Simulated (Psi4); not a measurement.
Psi4 input (wB97X-D/6-31G*):

```
memory 1500 MB

molecule {
0 1
C    -0.00009993   -0.00095442    0.31517980
C    -0.01085219   -0.76561157   -0.93063144
C     0.01144086    0.77123367   -0.92597056
C    -0.00051703   -0.00493794    1.63067274
H    -0.92882004   -1.25538122   -1.23503907
H     0.89268877   -1.28180502   -1.23454154
H     0.92960062    1.26283615   -1.22682425
H    -0.89190819    1.28925995   -1.22732177
H    -0.01412041   -0.93212254    2.19130493
H     0.01272905    0.91883428    2.19691844
symmetry c1
no_reorient
no_com
}

set {
  basis 6-31G*
  reference rks
  scf_type pk
  dft_radial_points 99
  dft_spherical_points 590
  e_convergence 1e-8
  d_convergence 1e-7
  maxiter 150
}

e = energy('wb97x-d')
print_out(f'\nFINAL {e:.10f} DIPOLE {variable("CURRENT DIPOLE")[0]:.6f} {variable("CURRENT DIPOLE")[1]:.6f} {variable("CURRENT DIPOLE")[2]:.6f}\n')
```

Task: What final total energy does it give?

Result: -155.90740 Eh.
